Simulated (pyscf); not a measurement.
Thermochemistry of product channels of H₂N–Sn(NH₂)(NH₂)–NH₂ + H atom (H•) on the doublet surface, in eV, from ωB97M-D3(BJ)/def2-TZVP energies (ideal gas, 1 atm, RRHO with modes under 100 cm⁻¹ raised to 100, one conformer, R ln 2 for chiral ones without a mode under 150 cm⁻¹). Single points on ωB97X-D3(BJ)/def2-SVP structures (PySCF, gas phase).

```csv
products,ΔE,ΔH(298 K),ΔG(298 K),ΔG(1200 K)
ammonia (NH₃) + H₂N–Sn•(NH₂)–NH₂,-1.68,-1.48,-1.57,-1.67
•HN–Sn(NH₂)(NH₂)–NH₂ + hydrogen (H₂),(withheld),+0.22,+0.14,(withheld)
```

Q: Some entries are withheld; supply them.

A: 
- •HN–Sn(NH₂)(NH₂)–NH₂ + hydrogen (H₂), ΔE: +0.29
- •HN–Sn(NH₂)(NH₂)–NH₂ + hydrogen (H₂), ΔG(1200 K): -0.10

The channel to •HN–Sn(NH₂)(NH₂)–NH₂ + H₂ turns favourable between 298 and 1200 K (ΔG from +0.14 eV to -0.10 eV).

These are energies of the channels, which say nothing of barriers. Elements past Kr carry the def2 core potentials, without spin-orbit coupling.
